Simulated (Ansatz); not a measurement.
Worked example: ideal-gas entropy of C2H2 (acetylene)

A linear singlet with charge 0, relaxed at wB97M-V/def2-TZVPD (Ansatz 0.2.0):

```xyz
4

C     0.1553   -0.5414    0.2002
C    -0.1553    0.5414   -0.2002
H     0.4316   -1.5045    0.5562
H    -0.4316    1.5045   -0.5562
```

Harmonic wavenumbers in cm⁻¹: 698, 698, 771, 771, 2095, 3423, 3525.

Masses in u: C 12.011, H 1.008. Take T = 298.15 K, p = 1 bar, R = 8.3145 J/(mol K), kT/hc = 207.22 cm⁻¹, rigid rotor and harmonic oscillator.

Task: Compute the standard molar entropy.

Result: 
1. Translation (Sackur–Tetrode): S = R[3/2 ln M + 5/2 ln T − 1.1517] with M = 26.038 gives 149.5 J/(mol K).
2. Rotation: the moment of inertia is 14.146 u Å², so B = 16.8576/I = 1.1917 cm⁻¹; σ = 2; q = kT/(σhcB) = 86.9; S = R(ln q + 1) = 45.4.
3. Vibration: with u = ν̃/207.22, each mode gives R[u/(eᵘ − 1) − ln(1 − e⁻ᵘ)]; the sum is 4.5, most from 698 cm⁻¹ (1.3), 698 cm⁻¹ (1.3), 771 cm⁻¹ (1.0).
4. Electronic: R ln 1 = 0.0, from the spin multiplicity alone.
5. Sum: 149.5 + 45.4 + 4.5 + 0.0 = 199.4 J/(mol K).

The tabulated value is 200.9 J/(mol K) (CRC Handbook of Chemistry and Physics): the model is off by -1.5.
